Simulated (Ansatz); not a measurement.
H₃OF, closed shell: a pair in one relaxed arrangement.

Input (in.yaml):

```yaml
crystal:
  periodic: [false, false, false]
  atoms:
    - {symbol: O, position_ang: [0.122994, 0.232499, -0.677749]}
    - {symbol: H, position_ang: [-0.692595, 0.075721, -1.160636]}
    - {symbol: H, position_ang: [0.773258, -0.370288, -1.047551]}
    - {symbol: F, position_ang: [-0.158221, -0.036952, 1.905349]}
    - {symbol: H, position_ang: [-0.045537, 0.099021, 0.980687]}
basis:
  gaussian: {orbitals: "def2-TZVPPD.json"}
hamiltonian: {xc: {name: B3LYP}, dispersion: d4}
```

The basis file named in the input lies beside it (Basis Set Exchange, JSON).

Command:

```bash
ansatz run in.yaml --threads 2 --pin off --events-out ev --progress --plain --max-ram 5222MiB
```

The run's output (Ansatz 0.2.0):

```
Functional definition: B3LYP
  name "B3LYP"
  cite "Stephens, Devlin, Chabalowski & Frisch, J. Phys. Chem. 98, 11623 (1994) doi:10.1021/j100096a001"
  cite "Becke, Phys. Rev. A 38, 3098 (1988) doi:10.1103/PhysRevA.38.3098"
  cite "Lee, Yang & Parr, Phys. Rev. B 37, 785 (1988) doi:10.1103/PhysRevB.37.785"
  cite "Vosko, Wilk & Nusair, Can. J. Phys. 58, 1200 (1980) doi:10.1139/p80-159"
  parameter a0 = 0.2
  parameter ax = 0.72
  parameter ac = 0.81
  exchange = (1 - a0 - ax)*slater_x + ax*b88_x + a0*exact_x
  correlation = (1 - ac)*vwn_rpa_c + ac*lyp_c
558 factors; their error is unknown
mean field evaluation 1: about -4810.3830 eV, gradient 6.1e1 eV
mean field evaluation 2: about -4800.7611 eV, gradient 9.8e1 eV
mean field evaluation 4: about -4815.8060 eV, gradient 3.5e0 eV
mean field evaluation 8: about -4815.8223 eV, gradient 4.8e-2 eV
mean field -4815.83208409 eV, -176.9785648023 hartree, gradient 7.7e-5 eV, S^2 0.000000; 0 other end points of the search recorded, 0 dependent functions left out
reference -4815.83232120 eV, -176.9785735156 hartree; 10, 10 occupied and 121, 121 virtual orbitals, 558 factors
Total energy: -4815.86428978 eV, -176.9797483392 hartree
```

Hardware: 2 CPU threads of an Intel Xeon Platinum 8375C, shared host. Wall time about 0.8 s.
